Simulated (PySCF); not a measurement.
## Choosing a basis for TDDFT

Species: cyclopropanol, C₃H₆O.
SMILES: `OC1CC1`

TDDFT with PBE0 (PySCF), vertical singlets, core orbitals frozen in the response, spherical d and f functions. Isolated species at its PBE0-D3(BJ)/def2-SVP geometry (one conformer only).

**Question.** How do the low singlets change with the basis? Take 6-31G*, 6-31+G*, def2-SVP, def2-SVPD, aug-cc-pVDZ, def2-TZVP and def2-TZVPD.

**Answer.** 

```
      basis  functions  diffuse  S1 (eV)  S2 (eV)  S3 (eV)  S4 (eV)  S5 (eV)  LUMO (eV)  α (au)
     6-31G*         68       no     8.07     8.88     9.00     9.27     9.71       2.66    33.0
    6-31+G*         84      yes     6.53     7.26     7.32     7.45     7.59       0.39    37.7
   def2-SVP         86       no     7.66     8.34     8.51     8.66     9.14       1.93    34.0
  def2-SVPD        131      yes     6.86     7.63     7.74     7.87     8.21       0.69    40.3
aug-cc-pVDZ        146      yes     6.30     6.87     7.01     7.04     7.23      -0.03    41.4
  def2-TZVP        160       no     7.20     7.98     8.05     8.27     8.67       1.27    39.0
 def2-TZVPD        205      yes     6.53     7.27     7.32     7.41     7.66       0.32    41.4
```

States are compared by their number. Against the largest diffuse basis here (def2-TZVPD, itself not a converged limit), sets without diffuse functions differ by up to 1.54 eV in S1 and 2.06 eV in S5; the smaller diffuse sets differ by up to 0.33 and 0.55 eV. State by state, the largest deviation of a set without diffuse functions is S1 1.54, S2 1.61, S3 1.68, S4 1.86, S5 2.06 eV. The same number needn't mean the same state in each row. Against def2-TZVPD the polarisability deviates by -20% in 6-31G*, -9% in 6-31+G*, -18% in def2-SVP, -2% in def2-SVPD, 0% in aug-cc-pVDZ, -6% in def2-TZVP. A single + in a Pople set puts diffuse functions on heavy atoms only.
